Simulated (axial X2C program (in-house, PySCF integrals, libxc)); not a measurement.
**MgSi⁺: from the spin-free to the two-component result**

All values were computed with an in-house all-electron X2C program for linear molecules (integrals from PySCF). Spin-free means the one-electron spin-free X2C Hamiltonian; two-component (2c) means X2C with spin–orbit coupling and atomic mean-field two-electron Coulomb and Gaunt terms, so the difference of the two also holds small scalar two-electron terms. Basis: Si dyall-v3z [8s7p2d1f], Mg dyall-cv3z [9s8p6d3f] (cores contracted in-house); Gaussian nuclei, density fitting, unrestricted open shells. Masses: Si 27.977 u, Mg 23.985 u.

Spin-free state: M_S = 1/2, Λ = 1 (beyond evenly filled blocks: π+α); fragments Si + Mg+.

```tsv
level	Re (Å)	ωe (cm⁻¹)	De (eV)	μ (D)
PBE0	2.699	279.3	1.747	4.17
HF	2.750	263.7	0.586	4.72
MP2	2.694	291.4	1.438	n/a
CCSD	2.717	278.0	1.640	n/a
CCSD(T)	2.716	277.7	1.721	n/a
PW91	2.709	274.3	1.943	3.89
```

Correlated methods: 5 electrons correlated (number of frozen shells: Si 2 s, 1 p; Mg 2 s, 1 p), 215 virtual spin orbitals or spinors in MP2, 84 natural virtuals in coupled cluster.

Dipoles are positive if Mg is the positive end and refer to the centre of mass.

Problem. Within this multiplet, which Ω should lie lowest by the rule for regular and inverted multiplets?

Solution. The open π shell holds one electron, so the multiplet is regular: Ω = Λ − 1/2 = 1/2. The PBE0 2c search agrees, though Ω = 3/2 of the search lies only 0.02 eV higher.

Two-component determinant lowest at the distance of the search:

Ω = 1/2 (⟨Sz⟩ = -0.50, ⟨Lz⟩ = 1.00 at HF); fragments Si + Mg+.

```
  level  Re (Å)  ωe (cm⁻¹)  De (eV)  μ (D)
   PBE0   2.699      279.1    1.757   4.17
     HF   2.750      263.4    0.594   4.71
    MP2   2.695      291.1    1.458    n/a
   CCSD   2.718      277.8    1.652    n/a
CCSD(T)   2.717      277.5    1.733    n/a
   PW91   2.709      274.0    1.953   3.89
```

Problem. From the two tables, how do the constants change at the CCSD(T) level (2c against spin-free)?

Solution. At the CCSD(T) level Re goes up by 0.001 Å and ωe is unchanged to within 0.2 cm⁻¹; De is not compared, since the atomic limits differ or miss part of their spin–orbit lowering.

The state is one determinant whose occupation by symmetry is held fixed; it was picked as the lowest of a PBE0 search that is not exhaustive. De is counted from the lowest determinant-based energies of the atoms at the same level, without counterpoise correction. Density functionals use the spin component along the axis (collinear). CCSD and (T) use frozen natural virtuals with an MP2 correction for the truncation; (T) itself is uncorrected, so its De runs slightly low. In 2c an atomic determinant is not the ground J level, so De misses part of the atomic spin–orbit lowering. This holds for PBE0, MP2, CCSD, CCSD(T), PW91. Without a current term, density functionals place determinants with orbital angular momentum somewhat too high. The determinant is spin-polarised beyond a pure state at some levels (its spin-free form has ⟨S²⟩ too high), which makes Re and μ there less reliable.
